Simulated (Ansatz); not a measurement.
**BH4 (doublet): from Hartree-Fock to the top rungs at distance B1–H4 along a hydrogen transfer = 1.194 Å, cc-pVTZ**

An exercise on one series of results from a longer session: the logs are not shown, and one member is left open.

Computed with Ansatz 0.2.0, Gaussian basis. Level: cc-pVTZ, core rule «outside noble gas», up to 1 orbitals frozen.

Plan: UHF; CCSD(T) on ROHF; CCSD(T) on UHF; BCCD(T) on ROHF; CCSDT(Q) on ROHF; CCSDT(Q) on UHF; CASSCF and MRCISD+Q, 3 electrons in 3 orbitals; CASSCF and NEVPT2, 3 electrons in 3 orbitals.

3 further runs of the same task are left out: 3 for a known fault of the program.

### What is computed

The geometry derives from fragments relaxed apart (PBE0/def2-TZVP) and kept rigid, so it is no stationary point. A hydrogen atom is moved between rigid fragments.

5 atoms, charge 0, spin multiplicity 2.

Atoms are counted from 1 here; the program's logs count them from 0.

Bond lengths: B1–H2 1.193 Å, B1–H3 1.193 Å, B1–H4 1.193 Å. Angles: H2–B1–H3 120.0°, H2–B1–H4 120.0°, H3–B1–H4 120.0°.

Coordinates:

| atom | x (Å) | y (Å) | z (Å) |
| --- | --- | --- | --- |
| B1 | -0.16631 | 0.00000 | 0.00000 |
| H2 | -0.76304 | 1.03357 | 0.00000 |
| H3 | -0.76304 | -1.03357 | 0.00000 |
| H4 | 1.02716 | 0.00000 | 0.00000 |
| H5 | 2.28269 | 0.00000 | 0.00000 |

The first run:

Input file in.yaml:

```yaml
crystal:
  periodic: [false, false, false]
  atoms:
    - {symbol: B, position_ang: [-0.166306, 0.000000, 0.000000]}
    - {symbol: H, position_ang: [-0.763040, 1.033571, 0.000000]}
    - {symbol: H, position_ang: [-0.763040, -1.033571, 0.000000]}
    - {symbol: H, position_ang: [1.027159, 0.000000, 0.000000]}
    - {symbol: H, position_ang: [2.282694, 0.000000, 0.000000]}
basis:
  gaussian: {orbitals: cc-pVTZ}
magnetization: {spin_polarized: true, initial_magnetization: 1}
hamiltonian: {xc: hf}
output: {orbitals: {seedname: orbitals}}
```

Started as:

```bash
ansatz run in.yaml --threads 1 --pin off --events-out ev --progress --plain --max-ram 4096MiB --backend cpu
```

Among the steps run: UHF; CCSD(T) on ROHF; CCSD(T) on UHF; BCCD(T) on ROHF; CCSDT(Q) on ROHF; CCSDT(Q) on UHF; CASSCF and MRCISD+Q, 3 electrons in 3 orbitals; CASSCF and NEVPT2, 3 electrons in 3 orbitals.

One table of the session follows, with a row left open; its other results are not shown here.

| method | from UCCSDT(Q) (kJ/mol) |
| --- | --- |
| ROHF | +391.7 |
| UHF | +385.5 |
| RMP2 | +72.3 |
| UMP2 | +71.6 |
| RCCSD | +9.4 |
| UCCSD | ? |
| RCCSD(T) | +1.5 |
| UCCSD(T) | +1.5 |
| BCCD(T) | +1.5 |
| RCCSDT | +0.2 |
| UCCSDT | +0.2 |
| RCCSDT(Q) | 0.0 |
| UCCSDT(Q) | 0 |
| CASSCF pair | +352.9 |
| NEVPT2 pair | +74.9 |

Q: Estimate the row for UCCSD from the others.

As computed: from UCCSDT(Q) (kJ/mol): +9.3. In the column «from UCCSDT(Q) (kJ/mol)» it lies between BCCD(T) (+1.5) and RCCSD (+9.4).

Not comparable, so not listed: CASSCF and MRCISD+Q, 3 electrons in 3 orbitals (they don't share determinant, frozen orbitals or solution with the rows shown, or repeat one).

Limits of these values: Restricted and unrestricted rows rest on different reference determinants; where their highest levels disagree by more than a few hundredths of an eV, they describe different states and don't form one ladder. Warnings in the runs' records: passed over end.
